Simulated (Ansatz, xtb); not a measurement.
**Relaxing a trial structure of CH5SSi−**

The starting geometry of this gas-phase singlet was built from a drawn formula by distance geometry and a force field; its bonds are those of `[SiH3]C[S-]`.

```xyz
8

C     0.7380   -0.4426   -1.3344
S     2.2573   -0.9337   -0.5156
Si   -0.5940   -0.0375   -0.0582
H    -0.2470    1.2024    0.7367
H    -1.0309   -1.1605    0.7946
H    -1.8775    0.3981   -0.8496
H     0.8104    0.4351   -2.0119
H     0.2890   -1.2434   -1.9954
```

Predict what it relaxes into with r2SCAN-D4/def2-SVPD.

It keeps its bonds, and is `[SiH3]C[S-]`.

The energy falls by 0.10 eV over 6 steps:

```
step  E − E(last) (eV)
   1             0.105
   2             0.025
   3             0.007
   4             0.001
   5             0.000
   6             0.000
```

Final geometry (Å):

```xyz
8

C     0.6898   -0.4415   -1.3846
S     2.1751   -0.9039   -0.3975
Si   -0.6170   -0.0026   -0.1253
H    -0.2094    1.1565    0.7293
H    -0.9541   -1.1592    0.7628
H    -1.9581    0.4200   -0.7317
H     0.8807    0.4182   -2.0562
H     0.3383   -1.2695   -2.0305
```

From the same start GFN2-xTB reaches the same bonding as this run.

The end wasn't checked by frequencies. Run with Ansatz 0.2.0, 13 s on 2 threads of Arm Neoverse V1, with other jobs on the host.
